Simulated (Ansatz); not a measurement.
Structure relaxation of SiN

Theory: Ansatz, DFT PBE, scalar-relativistic, plane waves, PAW. Cutoff 420 eV, Γ-centred k mesh, Gaussian smearing, no spin polarisation in the final step.

The start puts SiN on the tungsten carbide structure type (P-6m2, No. 187), with Si in place of W, N in place of C, at a guessed volume.

```
CELL_PARAMETERS angstrom
2.86281 0.00000 0.00000
-1.43140 2.47927 0.00000
0.00000 0.00000 2.79224
ATOMIC_POSITIONS crystal
Si 0.00000 0.00000 0.00000
N 0.66667 0.33333 0.50000
```

Cell and atoms relax at zero pressure; the relaxation can't lower the symmetry of the start. After a coarse first stage the cell is made exact in the group found at 0.06 Å.

Energies over the elements count from the elements' standard structures at the same level (N₂ as a molecule), with no empirical corrections.

Q: Describe the relaxed structure.

A: It keeps P-6m2 (No. 187). The result has the tungsten carbide structure. Conventional cell: a = 2.746 Å, c = 2.679 Å. Around Si lie 6 N at 2.08 Å; around N lie 6 Si at 2.08 Å.

```
Si N
1.0
     2.74597    0.00000    0.00000
    -1.37299    2.37808    0.00000
     0.00000    0.00000    2.67878
Si N
1 1
Direct
  0.00000 0.00000 0.00000
  0.66667 0.33333 0.50000
```

Q: What are its volume, energy, density and gap?

A: The volume per atom is 8.75 Å³ and the density is 4.00 g/cm³. The energy over the elements is 0.50 eV/atom and the gap on the 24×24×20 mesh is 0 eV (a metal).

The final run used a 24×24×20 mesh on its 2-atom cell and 0.10 eV smearing. For metals, differences of a few meV/atom aren't resolved. A structure relaxed within its symmetry needn't be a true minimum. The steps took roughly 40 core-seconds in all.

Cost: 3 runs of about 0.7 core-minutes in all, on Intel Xeon 6975P-C (Granite Rapids) (shared hosts).